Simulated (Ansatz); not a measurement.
The input, for Ansatz 0.2.0:

```yaml
crystal:
  periodic: [false, false, false]
  atoms:
    - {symbol: Ge, position_ang: [0.000000, -0.028088, 0.688983]}
    - {symbol: Na, position_ang: [0.000000, 0.014435, -2.202735]}
    - {symbol: H, position_ang: [0.000000, 1.694956, 0.588009]}
basis:
  gaussian: {orbitals: cc-pVDZ}
hamiltonian: {xc: r2scan}
correlation: {method: fic_mrcisd_q, electrons: outside_noble_gas, active_space: {window: {electrons: 2, orbitals: 2}}}
scf: {lower_state_search: full}
```

```sh
$ ansatz run in.yaml --threads 1 --pin off --events-out ev --progress --plain --max-ram 2393MiB
```

(1) One thing in this input was set wrong on purpose, beside settings that are merely unusual. What is the gravest fault, and what does the program do?

Answers

(1) Active space on a functional. How the run ends: refused.
```
Error: invalid value for `correlation.active_space`: it starts from restricted Hartree–Fock orbitals; set hamiltonian.xc: hf without magnetization.spin_polarized
```
